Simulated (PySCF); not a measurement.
Species: sulfonium, H₃S (charge +1).
SMILES: `[SH3+]`

The closed-shell ground state was solved at several levels (PySCF, density fitting, gas phase, non-relativistic). Geometry: GFN2-xTB; no solvent, vibrations or thermal averaging.

| level | basis functions | total energy (Eh) | HOMO (eV) | LUMO (eV) | gap (eV) |
| --- | --- | --- | --- | --- | --- |
| PBE0/def2-SVPD | 51 | -399.4055 | -18.23 | -6.94 | 11.29 |
| PBE0/pcSseg-1 | 39 | -399.5046 | -18.22 | -6.77 | 11.45 |

(1) Estimate the row for B3LYP/def2-SVPD, a basis of 51 functions; the other rows only guide the guess.

(2) Over all these levels, which gives the widest orbital gap and which the narrowest?

Answers

(1) Total energy -399.5677 Eh, HOMO -17.98 eV, LUMO -7.24 eV, gap 10.74 eV.

(2) PBE0/pcSseg-1 (global hybrid, 25 % exact exchange) has the widest, 11.45 eV, and B3LYP/def2-SVPD (global hybrid, 20 % exact exchange) the narrowest, 10.74 eV. Functional and basis both differ between the two, so the spread mixes both effects.
